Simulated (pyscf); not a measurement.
# Atom transfer: `[OH][SiH2]` [doublet] + `[FH]` → `[OH][SiH2][F]` + `[H]` [doublet]

Gas phase, doublet surface, charge 0. Bonds broken: H4–F7. Bonds formed: Si2–F7. PySCF, gas phase, ωB97X-D3(BJ)/def2-SVP geometries. Correlated levels are frozen-core, on RHF or UHF. ΔMP2 is the change of the MP2 total energy from the triple- to the quadruple-zeta basis.

Transition state (Å):

```xyz
7

O     -0.1944     1.1293    -0.0340
Si    -0.0968    -0.5076    -0.2500
H     -0.8676     1.4181     0.5929
H     -1.5587    -1.1912    -0.7190
H      0.8358    -0.6673    -1.4058
H      0.3776    -1.3021     0.9101
F     -2.1058    -0.7216     0.3072
```

One imaginary mode, 711i cm⁻¹; descent along it reached the two sides named.

```csv
bond,change,reactant side (Å),saddle,product side
H4–F7,breaks,0.928,1.254,3.4
Si2–F7,forms,3.2,2.096,1.625
```

Electronic energies relative to the separated reactants (eV):

```json
[
 {"level": "ωB97X-D3(BJ)/def2-TZVP", "barrier": "0.61", "reaction energy": "-1.00", "reverse barrier": "1.61"},
 {"level": "PBE/def2-TZVP", "barrier": "0.44", "reaction energy": "-0.79", "reverse barrier": "1.23"},
 {"level": "r²SCAN/def2-TZVP", "barrier": "0.48", "reaction energy": "-0.88", "reverse barrier": "1.36"},
 {"level": "B3LYP-D3(BJ)/def2-TZVP", "barrier": "0.61", "reaction energy": "-0.85", "reverse barrier": "1.45"},
 {"level": "PBE0-D3(BJ)/def2-TZVP", "barrier": "0.61", "reaction energy": "-0.86", "reverse barrier": "1.47"},
 {"level": "M06-2X/def2-TZVP", "barrier": "0.82", "reaction energy": "-0.99", "reverse barrier": "1.80"},
 {"level": "ωB97M-D3(BJ)/def2-TZVP", "barrier": "0.65", "reaction energy": "-1.00", "reverse barrier": "1.64"},
 {"level": "HF/def2-TZVP", "barrier": "1.38", "reaction energy": "-1.19", "reverse barrier": "2.57"},
 {"level": "MP2/def2-QZVPP", "barrier": "0.90", "reaction energy": "-1.05", "reverse barrier": "1.95"},
 {"level": "CCSD/def2-TZVPP", "barrier": "0.97", "reaction energy": "-0.86", "reverse barrier": "1.83"},
 {"level": "CCSD(T)/def2-TZVPP", "barrier": "0.88", "reaction energy": "-0.87", "reverse barrier": "1.76"},
 {"level": "CCSD(T)/def2-TZVPP + ΔMP2(QZVPP)", "barrier": "0.87", "reaction energy": "-0.88", "reverse barrier": "1.75"}
]
```

With CCSD(T)/def2-TZVPP + ΔMP2(QZVPP) energies and thermal terms (ideal gas, 1 atm, RRHO with modes under 100 cm⁻¹ raised to 100, one conformer, R ln 2 for rigid chiral ones), in eV:

```csv
T (K),ΔH‡,ΔG‡,ΔH,ΔG
298,0.78,1.21,-1.00,-0.88
600,0.78,1.65,-0.98,-0.76
900,0.79,2.09,-0.94,-0.65
1200,0.81,2.52,-0.90,-0.56
```

At the saddle there is also a short H–Si contact that neither side keeps. This is the saddle that the search found; another between the same sides may lie lower. The angle at the transferred F is 53°: a side-on saddle, likely not the lowest. The CCSD(T) − MP2 part came from Ansatz, without density fitting, on the same reference.
